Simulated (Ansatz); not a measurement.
Geometry optimisation, Ansatz, UKS PBE-D4/def2-SVP.

Input file:

```yaml
crystal:
  periodic: [false, false, false]
  atoms:
    - { symbol: Al, position_ang: [0.0, 0.0, 0.0] }
    - { symbol: H, position_ang: [0.0, 0.0, 1.81] }
    - { symbol: Cl, position_ang: [1.9312, 0.0, -1.115] }
    - { symbol: H, position_ang: [-1.351, 0.0, -0.78] }
    - { symbol: H, position_ang: [0.0, 0.0, 2.77] }
magnetization:
  spin_polarized: true
  initial_magnetization: 1
basis:
  gaussian: { orbitals: def2-SVP }
hamiltonian:
  xc: pbe
  dispersion: d4
relax:
  f_tol: 0.15
  max_steps: 25
  restrain:
    - { distance: [1, 4], at: 1.86, k: 30.0 }
    - { distance: [0, 1], at: 1.56, k: 30.0 }
```

Command:

```bash
$ ansatz run input.yaml --threads 1 --pin off --max-ram 2048MiB --backend cpu --events-out ev --progress --plain --runs-dir out
```

Question: Where does it end, and by what steps?

Answer: The run converged. The restraints hold the end off the free minimum. After 3 steps the energy has risen by 0.365 eV (the restraints' own energy left out); H5 moved furthest, 0.58 Å.

| step | energy less start (eV) | largest force component (eV/Å) | accepted |
| --- | --- | --- | --- |
| 0 | 0.0000 | 1.674 | yes |
| 1 | 0.3594 | 0.966 | yes |
| 2 | 0.4509 | 1.348 | yes |
| 3 | 0.3650 | 0.425 | yes |

```xyz
5
Properties=species:S:1:pos:R:3
Al 0.003 0.000 -0.080
H 0.092 0.000 1.492
Cl 1.839 0.000 -1.132
H -1.341 0.000 -0.948
H -0.013 0.000 3.354
```

Run time: 8.3 s on 1 thread of Arm Neoverse V2, on a shared host, peak memory 0.12 GiB.
